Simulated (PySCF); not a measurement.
Diatomics with 30 electrons

PBE0 in PySCF with def2-TZVP on every atom, for the lowest determinant that a PBE0 search found; no spin–orbit coupling. All have 30 electrons, 10 of them in the valence shells, and the same state, a singlet (closed shell). For ions De leads to the atom and ion picked by measured ionisation energies and electron affinities.

```csv
species,difference of nuclear charges,Re (Å),ωe (cm⁻¹),k (mdyn/Å),De (eV),dissociates to,Mayer bond order
P2,0,1.882,833,6.33,4.83,P + P,2.96
SiS,2,1.930,767,5.17,6.20,Si + S,2.42
AlCl,4,2.146,474,2.02,5.16,Al + Cl,1.16
SiCl⁺,3,1.955,674,4.16,5.25,Si⁺ + Cl,1.75
```

Question: Which member of the whole set has the stiffest bond, and how does it compare with the softest?

Answer: P2 with k = 6.33 mdyn/Å, 3.1 times that of AlCl.

For an ion De counts to the pair picked by the measured ionisation energies or electron affinities, which need not be the lowest pair at this level.
